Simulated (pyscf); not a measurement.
## Four-centre exchange: •O–OH + methane (CH₄) -> •O–OH + methane (CH₄)

Gas phase, doublet surface, charge 0. Bonds broken: O2–H5, H3–C4. Bonds formed: O2–H3, C4–H5. Optimised with ωB97X-D3(BJ)/def2-SVP in PySCF. Correlated levels are frozen-core, on RHF or UHF. ΔMP2 is the change of the MP2 total energy from the triple- to the quadruple-zeta basis.

Transition state (Å):

```xyz
8

O     -0.5034    -0.5472     2.2858
O     -0.8441    -0.5327     1.0501
H     -0.3682    -0.4660    -0.2810
C     -0.7579     0.2711    -1.2752
H     -1.1808     0.2951    -0.0491
H     -1.0093     1.3457    -1.3163
H      0.2748     0.2203    -1.6615
H     -1.4401    -0.3047    -1.9117
```

One imaginary mode, 1927i cm⁻¹; descent along it reached the two sides named.

| bond | change | reactant side (Å) | saddle | product side |
|---|---|---|---|---|
| O2–H5 | breaks | 0.978 | 1.417 | 2.7 |
| H3–C4 | breaks | 1.100 | 1.298 | 2.540 |
| O2–H3 | forms | 2.6 | 1.415 | 0.972 |
| C4–H5 | forms | 2.470 | 1.297 | 1.100 |

Electronic energies relative to the separated reactants (eV):

| level | barrier | reaction energy | reverse barrier |
|---|---|---|---|
| ωB97X-D3(BJ)/def2-TZVP | 3.22 | 0.00 | 3.22 |
| PBE/def2-TZVP | 2.57 | 0.00 | 2.57 |
| r²SCAN/def2-TZVP | 2.83 | 0.00 | 2.83 |
| B3LYP-D3(BJ)/def2-TZVP | 3.03 | 0.00 | 3.03 |
| PBE0-D3(BJ)/def2-TZVP | 2.94 | 0.00 | 2.94 |
| M06-2X/def2-TZVP | 3.21 | 0.00 | 3.21 |
| ωB97M-D3(BJ)/def2-TZVP | 3.17 | 0.00 | 3.17 |
| HF/def2-TZVP | 4.39 | 0.00 | 4.39 |
| MP2/def2-QZVPP | 3.19 | 0.00 | 3.19 |
| CCSD/def2-TZVPP | 3.54 | 0.00 | 3.54 |
| CCSD(T)/def2-TZVPP | 3.34 | 0.00 | 3.34 |
| CCSD(T)/def2-TZVPP + ΔMP2(QZVPP) | 3.30 | 0.00 | 3.30 |

With CCSD(T)/def2-TZVPP + ΔMP2(QZVPP) energies and thermal terms (ideal gas, 1 atm, RRHO with modes under 100 cm⁻¹ raised to 100, one conformer, R ln 2 for rigid chiral ones), in eV:

| T (K) | ΔH‡ | ΔG‡ | ΔH | ΔG |
|---|---|---|---|---|
| 298 | 3.12 | 3.49 | 0.00 | 0.00 |
| 600 | 3.14 | 3.85 | 0.00 | 0.00 |
| 900 | 3.19 | 4.19 | 0.00 | 0.00 |
| 1200 | 3.24 | 4.52 | 0.00 | 0.00 |

The same reactants have a lower exit, to HO–OH + CH₃• (barrier +1.21 eV at ωB97M-D3(BJ), against +3.17 eV here). Another saddle between the same species, by other bonds, lies lower (1.73 eV against 3.17 eV at ωB97M-D3(BJ)). The CCSD(T) − MP2 part came from Ansatz, without density fitting, on the same reference.
